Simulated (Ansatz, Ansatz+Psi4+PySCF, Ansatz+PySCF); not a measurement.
```yaml
atoms:
  - { symbol: H, position_ang: [0.0000, -1.2494, -1.2962] }
  - { symbol: C, position_ang: [0.0000, -0.1669, -1.2275] }
  - { symbol: C, position_ang: [0.0000, 0.4703, 0.0000] }
  - { symbol: C, position_ang: [0.0000, -0.1669, 1.2275] }
  - { symbol: H, position_ang: [0.0000, 0.3918, 2.1546] }
  - { symbol: H, position_ang: [0.0000, 0.3918, -2.1546] }
  - { symbol: H, position_ang: [0.0000, 1.5786, 0.0000] }
  - { symbol: H, position_ang: [0.0000, -1.2494, 1.2962] }
```

Basis set: cc-pVTZ (spherical functions). Correlated methods keep 3 orbitals frozen. Correlation on ROHF uses semicanonical orbitals with singles. Charge 0, multiplicity 2.

Computed with Ansatz (development build ahead of 0.2.0); the reference of a correlated method needn't be the lowest determinant of its kind.

Q: Give the atomization energy at this shape (free ground-state atoms in the same class of orbitals less the molecule, no zero-point energy) of doublet C3H5 by ROHF-CCSD(T), ROHF-MP2, UHF-MP2, ROHF, UHF.

A:

```tsv
method	atomization energy
ROHF-CCSD(T)	3128.2 kJ/mol
ROHF-MP2	3164.2 kJ/mol
UHF-MP2	3132.5 kJ/mol
ROHF	2435.3 kJ/mol
UHF	2460.3 kJ/mol
```

Caution for ROHF-CCSD(T), ROHF-MP2, ROHF: an unrestricted determinant lies well below; the determinant breaks the point group. Caution for ROHF-CCSD(T): the determinant is a saddle point. Caution for ROHF-MP2, UHF-MP2: forces differ strongly between restricted and unrestricted references. Caution for UHF-MP2, UHF: the unrestricted determinant is spin contaminated.
